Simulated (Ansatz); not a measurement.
**Scan of SiH3⁺, singlet**

Starting geometry (PBE0/def2-TZVP stationary point for this spin, not checked as a minimum):

```tsv
atom	x (Å)	y (Å)	z (Å)
Si	0.0000	0.0000	0.0000
H	1.4719	0.0142	-0.0001
H	-0.7483	1.2676	-0.0029
H	-0.7237	-1.2818	0.0030
```

From there all distances are scaled together; atoms are numbered as listed. Energies are in kJ/mol, counted from the starting geometry at the same level.

Basis cc-pVDZ; Ansatz 0.2.0. Correlated methods freeze the noble-gas cores. Prefix R: restricted or restricted open-shell reference; prefix U: unrestricted. Active spaces: valence = (6e, 7o) chosen from the atoms' valence shells.

Unrestricted rows (U) aren't spin-pure: their determinants' ⟨S²⟩ exceeds S(S+1) by up to 1.98, so they mix in states of higher spin. Runs in a small pair space aren't shown, since their orbitals change along the scan. A value is left out where its run failed or describes another state than the reference as far as symmetry and spin tell, or, spin-broken singlets apart, can't be checked. So is a cluster or MP2 value whose T1 reaches 0.2, or 0.1 on a determinant over 1 eV above the lowest, or whose CCSD ends far below full CI on such a determinant.

Full CI is exact within this basis and frozen core; it isn't the basis-set limit. The frozen core follows each run's orbitals, which can shift R against U totals by a few meV.

| scale of all distances | full CI | unpaired electrons (full CI) | error CISD | error UCCSD(T) | error RCCSDT | error UCCSDT | error UCCSDT(Q) | error MRCISD (valence space) |
| --- | --- | --- | --- | --- | --- | --- | --- | --- |
| 0.864 | 160.4 | 0.02 | -2.8 | -0.4 | -0.1 | -0.1 | 0.0 | 0.6 |
| 1.000 | 0.0 | 0.03 | 0.0 | 0.0 | 0.0 | 0.0 | 0.0 | 0.0 |
| 1.118 | 62.3 | 0.05 | 4.4 | 0.7 | 0.1 | 0.1 | 0.0 | 0.1 |
| 1.295 | 278.8 | 0.15 | 16.9 | 2.8 | 0.6 | 0.6 | 0.2 | -0.9 |
| 1.500 | 531.6 | 0.59 | 47.8 | 19.9* | 2.3 | 3.9 | 1.1 | -1.2 |
| 1.757 | 731.2 | 1.97 | 122.1 | 33.3* | 7.2 | 11.1 | 4.7 | -2.6 |
| 2.027 | 822.5 | 3.22 | 220.8 | 21.9* | 14.3* | 8.1 | 5.8 | -4.3 |
| 2.360 | 863.5 | 3.90 | – | 8.2 | – | 3.2 | 2.3 | – |

An asterisk marks runs whose energy the program itself flagged as in doubt.

Unpaired electrons are Σ n²(2−n)² over natural occupations. Errors are those of relative energies. In total energy the starting point itself misses full CI by: CISD 14.7, UCCSD(T) 1.3, RCCSDT 0.1, UCCSDT 0.1, UCCSDT(Q) 0.0, MRCISD (valence space) 5.8 kJ/mol.

Spread of the error over the points with a reference, to 2.360 (largest less smallest): MRCISD (valence space) 4.9 (7 of 8 points), UCCSDT(Q) 5.8, UCCSDT 11.2, RCCSDT 14.4 (7 of 8 points), UCCSD(T) 33.8, CISD 223.6 (7 of 8 points) kJ/mol.

Going outwards, the relative energy of CISD first misses by more than 4.2 kJ/mol (1 kcal/mol) at 1.118.

Going outwards, the relative energy of RCCSDT first misses by more than 4.2 kJ/mol (1 kcal/mol) at 1.757.

Going outwards, the relative energy of UCCSDT(Q) first misses by more than 4.2 kJ/mol (1 kcal/mol) at 1.757.

Going outwards, the relative energy of MRCISD (valence space) first misses by more than 4.2 kJ/mol (1 kcal/mol) at 2.027.
